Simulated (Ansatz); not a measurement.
B2H4O can be A, `BOB`, or B, `BBO`.

Isolated molecules relaxed with PBE0-D4/def2-TZVP in Ansatz; ΔE leaves out vibrations. CCSD(T)/CBS is the MP2 limit (def2-TZVPP, def2-QZVPP) plus CCSD(T) − MP2 in def2-TZVPP, frozen cores. This one scheme is used for every species. Functionals use def2-TZVPP. B3LYP here is the variant with VWN-RPA as its local correlation; programs differ in this. One conformer a species, not always the lowest.

Which is lower in electronic energy at CCSD(T)/CBS, and by how much? (An estimate is asked.)

Computed: A, by 133.8 kJ/mol.

Give E(B) − E(A) in kJ/mol with B3LYP-D4, BLYP-D4, r2SCAN-D4, CCSD(T)/def2-SVP, ωB97M-V, MP2/def2-TZVPP, CCSD(T)/def2-TZVPP. (Best estimate.)

Ansatz gave: B3LYP-D4 132.6, BLYP-D4 128.6, r2SCAN-D4 126.9, CCSD(T)/def2-SVP 142.6, ωB97M-V 133.7, MP2/def2-TZVPP 140.5, CCSD(T)/def2-TZVPP 133.9. None reverses the order clearly.

Does the order hold for the free energy at 298.15 K (harmonic terms from PBE0-D4)? (Best estimate.)

The calculation gave: Yes: G(B) − G(A) = +133.2 kJ/mol, for one conformer each.

Largest T1 diagnostic: 0.013.

At CCSD(T), def2-SVP lies +8.8 kJ/mol from the extrapolated value and def2-TZVPP +0.1 kJ/mol. From PBE to PBE0 (25 % exact exchange), in def2-TZVPP and without D4, E(B) − E(A) moves by +5.9 kJ/mol.
